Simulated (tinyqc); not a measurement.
Inside a calculation. Method: UHF in the sto-3g basis, for BH2, spin multiplicity 2. One step of it, computed by the program tinyqc.

Problem. Iteration 2: building the Fock matrix. J_ij = sum D_kl (ij|kl) with D = D(alpha) + D(beta), K_ij = sum D_kl (ik|jl) for each spin; F = H + J - K(s); E = tr D H + tr D J / 2 - 0.5 sum_s tr D(s) K(s) + E_nn.

D(alpha) after iteration 1, lower triangle:
```
,1B 1s,1B 2s,1B 2px,1B 2py,1B 2pz,2H 1s,3H 1s
1B 1s,1.079422
1B 2s,-0.295368,1.095586
1B 2px,0.000000,0.000000,1.000000
1B 2py,0.000000,0.000000,0.000000,0.000000
1B 2pz,-0.001568,0.004011,0.000000,0.000000,1.000103
2H 1s,0.005559,-0.014024,0.000000,0.000000,-0.000210,0.000183
3H 1s,0.005559,-0.014024,0.000000,0.000000,-0.000210,0.000183,0.000183
```

D(beta) after iteration 1, lower triangle:
```
,1B 1s,1B 2s,1B 2px,1B 2py,1B 2pz,2H 1s,3H 1s
1B 1s,1.077672
1B 2s,-0.286748,1.054279
1B 2px,0.000000,0.000000,0.000000
1B 2py,0.000000,0.000000,0.000000,0.000000
1B 2pz,0.001570,-0.010345,0.000000,0.000000,0.995530
2H 1s,-0.002311,0.018342,0.000000,0.000000,0.007776,0.000390
3H 1s,-0.002311,0.018342,0.000000,0.000000,0.007776,0.000390,0.000390
```

core Hamiltonian H = T + V (hartree), lower triangle:
```
,1B 1s,1B 2s,1B 2px,1B 2py,1B 2pz,2H 1s,3H 1s
1B 1s,-12.995391
1B 2s,-3.368939,-4.081751
1B 2px,0.000000,0.000000,-3.241106
1B 2py,0.000000,0.000000,0.000000,-3.354873
1B 2pz,-0.008562,-0.083875,0.000000,0.000000,-3.262873
2H 1s,-0.360689,-1.047294,0.000000,-0.977117,-0.436271,-2.331300
3H 1s,-0.360689,-1.047294,0.000000,0.977117,-0.436271,-0.091253,-2.331300
```

Two-electron integrals (ij|kl) in chemists' order, unique and non-zero (hartree):
```
i,j,k,l,(ij|kl)
1,1,1,1,2.923513
2,1,1,1,0.518376
2,1,2,1,0.109262
2,2,1,1,0.744229
2,2,2,1,0.193177
2,2,2,2,0.544804
3,1,3,1,0.020264
3,2,3,1,0.029996
3,2,3,2,0.120346
3,3,1,1,0.742491
3,3,2,1,0.193240
3,3,2,2,0.544682
3,3,3,3,0.586773
4,1,4,1,0.020264
4,2,4,1,0.029996
4,2,4,2,0.120346
4,3,4,3,0.031630
4,4,1,1,0.742491
4,4,2,1,0.193240
4,4,2,2,0.544682
4,4,3,3,0.523513
4,4,4,4,0.586773
5,1,5,1,0.020264
5,2,5,1,0.029996
5,2,5,2,0.120346
5,3,5,3,0.031630
5,4,5,4,0.031630
5,5,1,1,0.742491
5,5,2,1,0.193240
5,5,2,2,0.544682
5,5,3,3,0.523513
5,5,4,4,0.523513
5,5,5,5,0.586773
6,1,1,1,0.054499
6,1,2,1,0.011451
6,1,2,2,0.020335
6,1,3,3,0.020249
6,1,4,1,0.000729
6,1,4,2,0.001359
6,1,4,4,0.020475
6,1,5,1,0.000319
6,1,5,2,0.000595
6,1,5,4,0.000099
6,1,5,5,0.020292
6,1,6,1,0.001235
6,2,1,1,0.157731
6,2,2,1,0.041730
6,2,2,2,0.133122
6,2,3,3,0.129111
6,2,4,1,0.004146
6,2,4,2,0.027389
6,2,4,4,0.139098
6,2,5,1,0.001813
6,2,5,2,0.011980
6,2,5,4,0.004368
6,2,5,5,0.131021
6,2,6,1,0.004664
6,2,6,2,0.049270
6,3,3,1,0.003770
6,3,3,2,0.018563
6,3,4,3,0.004841
6,3,5,3,0.002117
6,3,6,3,0.004758
6,4,1,1,0.146128
6,4,2,1,0.039116
6,4,2,2,0.131516
6,4,3,3,0.124776
6,4,4,1,0.006995
6,4,4,2,0.042568
6,4,4,4,0.143176
6,4,5,1,0.001410
6,4,5,2,0.010500
6,4,5,4,0.005931
6,4,5,5,0.126444
6,4,6,1,0.004533
6,4,6,2,0.056560
6,4,6,4,0.068361
6,5,1,1,0.063918
6,5,2,1,0.017110
6,5,2,2,0.057527
6,5,3,3,0.054578
6,5,4,1,0.001410
6,5,4,2,0.010500
6,5,4,4,0.058393
6,5,5,1,0.004387
6,5,5,2,0.023156
6,5,5,4,0.006509
6,5,5,5,0.059543
6,5,6,1,0.001983
6,5,6,2,0.024740
6,5,6,4,0.027821
6,5,6,5,0.016928
6,6,1,1,0.336022
6,6,2,1,0.090409
6,6,2,2,0.327509
6,6,3,3,0.309855
6,6,4,1,0.009475
6,6,4,2,0.085950
6,6,4,4,0.353896
6,6,5,1,0.004144
6,6,5,2,0.037596
6,6,5,4,0.019264
6,6,5,5,0.318282
6,6,6,1,0.010188
6,6,6,2,0.165347
6,6,6,4,0.204483
6,6,6,5,0.089444
6,6,6,6,0.774606
7,1,1,1,0.054499
7,1,2,1,0.011451
7,1,2,2,0.020335
7,1,3,3,0.020249
7,1,4,1,-0.000729
7,1,4,2,-0.001359
7,1,4,4,0.020475
7,1,5,1,0.000319
7,1,5,2,0.000595
7,1,5,4,-0.000099
7,1,5,5,0.020292
7,1,6,1,0.001178
7,1,6,2,0.004240
7,1,6,4,0.003835
7,1,6,5,0.001816
7,1,6,6,0.009173
7,1,7,1,0.001235
7,2,1,1,0.157731
7,2,2,1,0.041730
7,2,2,2,0.133122
7,2,3,3,0.129111
7,2,4,1,-0.004146
7,2,4,2,-0.027389
7,2,4,4,0.139098
7,2,5,1,0.001813
7,2,5,2,0.011980
7,2,5,4,-0.004368
7,2,5,5,0.131021
7,2,6,1,0.004240
7,2,6,2,0.028710
7,2,6,4,0.025585
7,2,6,5,0.014151
7,2,6,6,0.070762
7,2,7,1,0.004664
7,2,7,2,0.049270
7,3,3,1,0.003770
7,3,3,2,0.018563
7,3,4,3,-0.004841
7,3,5,3,0.002117
7,3,6,3,0.002386
7,3,7,3,0.004758
7,4,1,1,-0.146128
7,4,2,1,-0.039116
7,4,2,2,-0.131516
7,4,3,3,-0.124776
7,4,4,1,0.006995
7,4,4,2,0.042568
7,4,4,4,-0.143176
7,4,5,1,-0.001410
7,4,5,2,-0.010500
7,4,5,4,0.005931
7,4,5,5,-0.126444
7,4,6,1,-0.003835
7,4,6,2,-0.025585
7,4,6,4,-0.021360
7,4,6,5,-0.012439
7,4,6,6,-0.062774
7,4,7,1,-0.004533
7,4,7,2,-0.056560
7,4,7,4,0.068361
7,5,1,1,0.063918
7,5,2,1,0.017110
7,5,2,2,0.057527
7,5,3,3,0.054578
7,5,4,1,-0.001410
7,5,4,2,-0.010500
7,5,4,4,0.058393
7,5,5,1,0.004387
7,5,5,2,0.023156
7,5,5,4,-0.006509
7,5,5,5,0.059543
7,5,6,1,0.001816
7,5,6,2,0.014151
7,5,6,4,0.012439
7,5,6,5,0.009205
7,5,6,6,0.036005
7,5,7,1,0.001983
7,5,7,2,0.024740
7,5,7,4,-0.027821
7,5,7,5,0.016928
7,6,1,1,0.012754
7,6,2,1,0.003365
7,6,2,2,0.010654
7,6,3,3,0.010395
7,6,4,4,0.010721
7,6,5,1,0.000271
7,6,5,2,0.001754
7,6,5,5,0.010837
7,6,6,1,0.000361
7,6,6,2,0.003077
7,6,6,4,0.003119
7,6,6,5,0.001702
7,6,6,6,0.008771
7,6,7,1,0.000361
7,6,7,2,0.003077
7,6,7,4,-0.003119
7,6,7,5,0.001702
7,6,7,6,0.000260
7,7,1,1,0.336022
7,7,2,1,0.090409
7,7,2,2,0.327509
7,7,3,3,0.309855
7,7,4,1,-0.009475
7,7,4,2,-0.085950
7,7,4,4,0.353896
7,7,5,1,0.004144
7,7,5,2,0.037596
7,7,5,4,-0.019264
7,7,5,5,0.318282
7,7,6,1,0.009173
7,7,6,2,0.070762
7,7,6,4,0.062774
7,7,6,5,0.036005
7,7,6,6,0.183980
7,7,7,1,0.010188
7,7,7,2,0.165347
7,7,7,4,-0.204483
7,7,7,5,0.089444
7,7,7,6,0.008771
7,7,7,7,0.774606
```

nuclear repulsion = 3.55552099 hartree

Give: Coulomb J; exchange K(alpha); exchange K(beta); F(alpha); F(beta); total energy of this density.

Solution.

Coulomb J (hartree), lower triangle:
```
,1B 1s,1B 2s,1B 2px,1B 2py,1B 2pz,2H 1s,3H 1s
1B 1s,9.5328
1B 2s,1.9867,4.1881
1B 2px,0.0000,0.0000,4.1837
1B 2py,0.0000,0.0000,0.0000,4.1207
1B 2pz,-0.0002,-0.0006,0.0000,0.0000,4.2468
2H 1s,0.2088,0.9697,0.0000,0.9309,0.4156,2.2728
3H 1s,0.2088,0.9697,0.0000,-0.9309,0.4156,0.0786,2.2728
```

exchange K(alpha) (hartree), lower triangle:
```
,1B 1s,1B 2s,1B 2px,1B 2py,1B 2pz,2H 1s,3H 1s
1B 1s,3.0103
1B 2s,0.5792,0.8349
1B 2px,0.0000,0.0000,0.7535
1B 2py,0.0000,0.0000,0.0000,0.1970
1B 2pz,-0.0001,0.0005,0.0000,0.0000,0.7532
2H 1s,0.0632,0.1766,0.0000,0.0390,0.0739,0.0699
3H 1s,0.0632,0.1766,0.0000,-0.0390,0.0739,0.0400,0.0699
```

exchange K(beta) (hartree), lower triangle:
```
,1B 1s,1B 2s,1B 2px,1B 2py,1B 2pz,2H 1s,3H 1s
1B 1s,2.9890
1B 2s,0.5490,0.7110
1B 2px,0.0000,0.0000,0.1644
1B 2py,0.0000,0.0000,0.0000,0.1663
1B 2pz,-0.0004,-0.0016,0.0000,0.0000,0.7192
2H 1s,0.0596,0.1654,0.0000,0.0369,0.0742,0.0748
3H 1s,0.0596,0.1654,0.0000,-0.0369,0.0742,0.0413,0.0748
```

F(alpha) (hartree), lower triangle:
```
,1B 1s,1B 2s,1B 2px,1B 2py,1B 2pz,2H 1s,3H 1s
1B 1s,-6.4729
1B 2s,-1.9615,-0.7286
1B 2px,0.0000,0.0000,0.1891
1B 2py,0.0000,0.0000,0.0000,0.5688
1B 2pz,-0.0087,-0.0850,0.0000,0.0000,0.2307
2H 1s,-0.2151,-0.2542,0.0000,-0.0852,-0.0946,-0.1284
3H 1s,-0.2151,-0.2542,0.0000,0.0852,-0.0946,-0.0526,-0.1284
```

F(beta) (hartree), lower triangle:
```
,1B 1s,1B 2s,1B 2px,1B 2py,1B 2pz,2H 1s,3H 1s
1B 1s,-6.4516
1B 2s,-1.9312,-0.6046
1B 2px,0.0000,0.0000,0.7782
1B 2py,0.0000,0.0000,0.0000,0.5996
1B 2pz,-0.0084,-0.0828,0.0000,0.0000,0.2648
2H 1s,-0.2115,-0.2429,0.0000,-0.0831,-0.0949,-0.1333
3H 1s,-0.2115,-0.2429,0.0000,0.0831,-0.0949,-0.0539,-0.1333
```

total energy of this density = -23.999286 hartree
